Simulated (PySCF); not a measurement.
Species: aluminum monochloride, AlCl (singlet state).
Bonds: Al1–Cl2.

Level: wB97X-D/pcSseg-2 in PySCF, non-relativistic, on one gas-phase PBE0-D3(BJ)/def2-TZVP geometry that isn't relaxed in the solvent. The solvent is an IEF-PCM continuum (van der Waals radii × 1.2). Only the electrostatic response of the medium enters.

Gas phase at wB97X-D/pcSseg-2: HOMO -8.83 eV, LUMO -0.12 eV, dipole 1.71 D.

Problem. What does the continuum do to the energy, the frontier levels and the dipole at wB97X-D/pcSseg-2 in chloroform?

Solution. 
```csv
solvent,ε,E(solvent) − E(gas) (kJ/mol),polarisation term (kJ/mol),distortion of the solute (kJ/mol),HOMO (eV),LUMO (eV),dipole (D)
chloroform,4.711,-13.30,-14.99,1.69,-8.49,0.31,2.18
```

The polarisation term is half the interaction of the solute with the surface charges that it induces; the rest is the cost of distorting the solute's density. The sum is the electrostatic part of solvation alone.

Problem. Which radius a makes the point-dipole formula ΔE = −[(ε − 1)/(2ε + 1)]·μ²/a³ give the value in chloroform, with the gas-phase dipole?

Solution. μ = 0.674 au and |ΔE| = 0.00507 Eh give a = 1.68 Å; the farthest nucleus lies 1.07 Å from the centroid of the nuclei. The formula assumes a rigid point dipole at the centre of a sphere.

The pairwise dispersion term of wB97X-D wasn't added to the energies; at a given geometry it leaves orbitals and properties as they are.
